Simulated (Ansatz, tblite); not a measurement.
**The cluster Au₂S: one state, many levels**

How do method and basis change the picture of the cluster Au₂S (singlet)?

Computed with Ansatz 0.2.0, Gaussian basis. Level: as each input shows.

Levels to be run: GFN1-xTB, GFN2-xTB, PBE-D4/def2-TZVP, r2SCAN-D4/def2-TZVP, B2PLYP/def2-TZVP, BLYP-D4/def2-TZVP, LC-ωPBE/def2-TZVP, CAM-B3LYP-D4/def2-TZVP, B97M-V/def2-TZVP, PBE+5HF/def2-TZVP, PBE+10HF/def2-TZVP, PBE+15HF/def2-TZVP, PBE+35HF/def2-TZVP, PBE+50HF/def2-TZVP, PBE-D4/def2-SVP, PBE0-D4/def2-SVP, PBE0-D4/def2-TZVPD, PBE-D4/def2-TZVPD, r2SCAN-D4/def2-TZVPD, CCSD(T)/def2-TZVPP, MP2/def2-TZVP, RPA/def2-TZVP.

**1. The structure**

The singlet was relaxed beforehand with PBE-D4/def2-TZVP. At that level it is the lowest of the isomers that a small search found.

3 atoms, charge 0, spin multiplicity 1.

Bond lengths: Au1–S3 2.233 Å, Au2–S3 2.233 Å. Angles: Au1–S3–Au2 92.5°.

Au takes a core potential in the def2 sets. No spin-orbit coupling is included.

PBE0-D4/def2-TZVP was run before; its log isn't repeated, and its numbers join the tables.

**2. GFN1-xTB**

Tight binding, by tblite at 300 K electronic temperature and without a spin-polarisation term:

```python
tblite.interface.Calculator('GFN1-xTB', numbers, positions, charge=0, uhf=0).singlepoint()
```

Energy -315.2637 eV, HOMO -11.06 eV, LUMO -9.00 eV; 0.003 s.

**3. GFN2-xTB**

Tight binding, by tblite at 300 K electronic temperature and without a spin-polarisation term:

```python
tblite.interface.Calculator('GFN2-xTB', numbers, positions, charge=0, uhf=0).singlepoint()
```

Energy -299.1808 eV, HOMO -9.38 eV, LUMO -6.83 eV; 0.003 s.

**4. PBE-D4/def2-TZVP**

start.molden holds the orbitals of an earlier run on this state, given as this run's starting guess.

Contents of in.yaml:

```yaml
crystal:
  periodic: [false, false, false]
  atoms:
    - {symbol: Au, position_ang: [-0.611117, -1.536639, 0.367011]}
    - {symbol: Au, position_ang: [1.402107, 0.878265, -0.363571]}
    - {symbol: S, position_ang: [-0.790979, 0.658374, -0.003430]}
basis:
  gaussian: {orbitals: def2-TZVP, initial_orbitals: start.molden}
hamiltonian: {xc: pbe, dispersion: d4}
scf: {omitted_lower_state_checks: [starts]}
output: {orbitals: {seedname: orbitals}}
```

Command:

```console
ansatz run in.yaml --threads 4 --pin off --events-out ev --progress --plain --max-ram 3916MiB
```

After this run come: r2SCAN-D4/def2-TZVP; B2PLYP/def2-TZVP; BLYP-D4/def2-TZVP; LC-ωPBE/def2-TZVP; CAM-B3LYP-D4/def2-TZVP; B97M-V/def2-TZVP; PBE+5HF/def2-TZVP; PBE+10HF/def2-TZVP; PBE+15HF/def2-TZVP; PBE+35HF/def2-TZVP; PBE+50HF/def2-TZVP; PBE-D4/def2-SVP; PBE0-D4/def2-SVP; PBE0-D4/def2-TZVPD; PBE-D4/def2-TZVPD; r2SCAN-D4/def2-TZVPD; CCSD(T)/def2-TZVPP; MP2/def2-TZVP; RPA/def2-TZVP.

**Question.** What will the summary of the whole plan be? Wanted: gap in def2-TZVP, named functionals, smallest and largest; gap over the share of exact exchange; correlation energy, CCSD(T)/def2-TZVPP; correlation energy, MP2/def2-TZVP; binding an atom, CCSD(T)/def2-TZVPP; PBE0 total energy, smallest basis above largest.

The runs gave:

| quantity | value |
| --- | --- |
| gap in def2-TZVP, named functionals, smallest and largest | 1.30 eV (BLYP-D4), 7.68 eV (LC-ωPBE) |
| gap over the share of exact exchange | 1.37 eV at 0, 5.13 eV at 0.5 |
| correlation energy, CCSD(T)/def2-TZVPP | -37.71 eV |
| correlation energy, MP2/def2-TZVP | -28.08 eV |
| binding an atom, CCSD(T)/def2-TZVPP | 1.640 eV |
| PBE0 total energy, smallest basis above largest | 4.27 eV (def2-SVP, def2-TZVPD) |

**Reading.** Over the named functionals in def2-TZVP the gap runs from 1.30 eV (BLYP-D4) to 7.68 eV (LC-ωPBE); exact exchange widens it. Raising the share of exact exchange from 0 to 0.5 moves the HOMO by -1.93 eV and the LUMO by +1.84 eV. The functionals in def2-TZVP miss CCSD(T)/def2-TZVPP by -0.100 (LC-ωPBE) to +0.229 eV (PBE-D4) an atom. The reference is CCSD(T) in one finite basis, so it carries an error of its own, often a tenth of an eV or more, and near misses can't be ranked.
